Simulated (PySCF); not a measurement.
# First hyperpolarisability: 1,1-difluoro-2-methylpropane (CC(C)C(F)F, C4H8F2)

Geometry (Å), atoms numbered from 1 in this order:
```xyz
14

C     1.3451   -0.2458    0.2918
C    -0.0533   -0.1780   -0.3091
C    -1.0517   -1.0561    0.4336
C    -0.5514    1.2513   -0.3611
F    -0.6038    1.7842    0.8852
F     0.2856    2.0230   -1.0933
H     1.7342   -1.2736    0.2509
H     2.0415    0.4077   -0.2520
H     1.3312    0.0721    1.3452
H    -0.0045   -0.5042   -1.3629
H    -2.0541   -1.0112   -0.0206
H    -0.7272   -2.1067    0.4248
H    -1.1420   -0.7372    1.4832
H    -1.5616    1.3311   -0.8026
```

Method used: PySCF 2.14.0, quadratic response CAM-B3LYP/def2-TZVPD first hyperpolarisability, Taylor convention, gas phase. Geometry: PBE0-D3(BJ)/def2-SVP.

(1) What is the first hyperpolarisability, and how does it disperse?

(2) Which lowest excitations, dipole and polarisabilities go with it?

Answers

(1) In au, Taylor convention; the vector part is βᵢ = ⅓ Σⱼ (βᵢⱼⱼ + βⱼᵢⱼ + βⱼⱼᵢ); β∥ is 3/5 of the vector part along the dipole, the dipole points from − to +:
```csv
process,λ (nm),β vector norm,β∥,β HRS,depolarisation ratio
"static β(0;0,0)",∞,100.4,-58.5,38.0,7.33
"second harmonic β(−2ω;ω,ω)",1907,102.7,-59.8,38.9,7.29
"Pockels β(−ω;ω,0)",1907,101.2,-58.9,–,–
"second harmonic β(−2ω;ω,ω)",1064,108.1,-62.9,40.9,7.21
"Pockels β(−ω;ω,0)",1064,102.9,-59.9,–,–
```

(2) S1 8.66 eV (f = 0.044); S2 9.13 eV (f = 0.008); S3 9.26 eV (f = 0.026); dipole 2.21 D; isotropic α 53.0 au static, 53.0 au at 1907 nm, 53.3 au at 1064 nm, 53.3 au at 953.5 nm, 54.2 au at 532 nm.
